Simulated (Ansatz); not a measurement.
A nudged elastic band was laid between two geometries of CH$_{4}$BF (7 atoms, charge 0, multiplicity 1).

The calculation used Ansatz, RKS B3LYP-D4/def2-SVP.

```
movable images  : 9
climbing image  : yes
spring          : 5.0 eV/Å²
optimiser       : quadratic models (default)
start path      : through a guess of the saddle point
force threshold : 0.03 eV/Å
iteration limit : 60
end points      : relaxed
```

First end point:

```xyz
7
Properties=species:S:1:pos:R:3
B 0.262 -0.019 0.370
H -0.076 -0.289 1.502
C 1.752 0.025 -0.091
H 2.193 -0.982 0.029
H 1.890 0.350 -1.133
H 2.339 0.680 0.578
F -0.722 0.235 -0.486
```

Last end point:

```xyz
7
Properties=species:S:1:pos:R:3
B -1.547 -0.255 0.147
H 1.404 0.302 1.200
C 2.037 0.104 0.323
H 1.877 -0.928 -0.019
H 1.776 0.802 -0.485
H 3.093 0.239 0.597
F -1.003 -0.262 -0.994
```

(1) What changes between the two ends?

(2) Give the energies along the band, and the barrier.

(3) What is the geometry of the highest image?

Answers

(1) Bonds broken: B1–H2, B1–C3. Bonds formed: H2–C3. CH4BF becomes BF + CH4.

(2) The forces met the threshold. The highest image is number 5 of 0 to 10, 430.9 kJ/mol above the first end and 199.6 kJ/mol above the last; the last end lies 231.3 kJ/mol above the first. Neighbouring images differ by up to 2.1 eV, so the band resolves the path poorly. A vibrational analysis at the climbing image gives one clearly imaginary mode, 1504i cm⁻¹: a first-order saddle point. The orbitals stay closed-shell, which can raise the energy where a bond breaks towards radicals; this wasn't checked here.

| image | path coordinate (Å) | energy (kJ/mol) | B1–H2 (Å) | B1–C3 (Å) | H2–C3 (Å) |
| --- | --- | --- | --- | --- | --- |
| 0 | 0.00 | 0.0 | 1.21 | 1.56 | 2.45 |
| 1 | 0.44 | 0.4 | 1.21 | 1.56 | 2.45 |
| 2 | 0.87 | 1.3 | 1.21 | 1.56 | 2.46 |
| 3 | 1.31 | 41.9 | 1.18 | 1.55 | 2.18 |
| 4 | 1.74 | 246.6 | 1.15 | 1.70 | 1.82 |
| 5 | 2.18 | 430.9 | 1.23 | 2.06 | 1.55 |
| 6 | 2.58 | 333.1 | 1.51 | 2.32 | 1.22 |
| 7 | 2.99 | 259.2 | 1.92 | 2.70 | 1.11 |
| 8 | 3.39 | 237.7 | 2.35 | 3.08 | 1.10 |
| 9 | 3.79 | 231.9 | 2.80 | 3.43 | 1.10 |
| 10 | 4.20 | 231.3 | 3.18 | 3.61 | 1.10 |

(3) 
```xyz
7
Properties=species:S:1:pos:R:3
B -0.269 0.049 0.433
H 0.680 0.326 1.159
C 1.759 0.021 0.089
H 1.839 -1.037 -0.204
H 1.762 0.695 -0.781
H 2.543 0.295 0.809
F -0.675 -0.350 -0.735
```

Run time: 92 s on 1 thread of AMD EPYC 9R45 96-Core Processor (Zen 5), on a shared host, peak memory 0.13 GiB.
